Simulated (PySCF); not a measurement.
Stepwise substitution at one centre (B H-F). Isolated molecules, 0 K electronic values unless said otherwise. Strings in code marks are SMILES.

The numbers are results of ωB97X-D3(BJ)/def2-TZVP // B3LYP-D3(BJ)/def2-TZVP in PySCF, not measurements. Delta-SCF ions had no search for a lower state. Excitations are Tamm–Dancoff values on a coarser integration grid. The basis has no diffuse functions, so Rydberg states are missing or too high.

| species | HOMO–LUMO gap (eV) | vertical ionisation energy (Delta-SCF) (eV) | T1 excitation (TDA) (eV) | dipole moment (D) |
|---|---|---|---|---|
| 0 of 3 H replaced by F | ___ | ___ | – | 0.00 |
| 1 of 3 H replaced by F | 12.98 | 12.67 | 5.66 | 0.78 |
| 2 of 3 H replaced by F | 15.38 | ___ | 7.96 | 0.92 |
| 3 of 3 H replaced by F (`FB(F)F`) | 17.01 | 15.61 | 10.74 | 0.00 |

Q: Fill in the missing entries.

A: 
- 0 of 3 H replaced by F, HOMO–LUMO gap (eV): 12.84
- 0 of 3 H replaced by F, vertical ionisation energy (Delta-SCF) (eV): 13.32
- 2 of 3 H replaced by F, vertical ionisation energy (Delta-SCF) (eV): 14.30
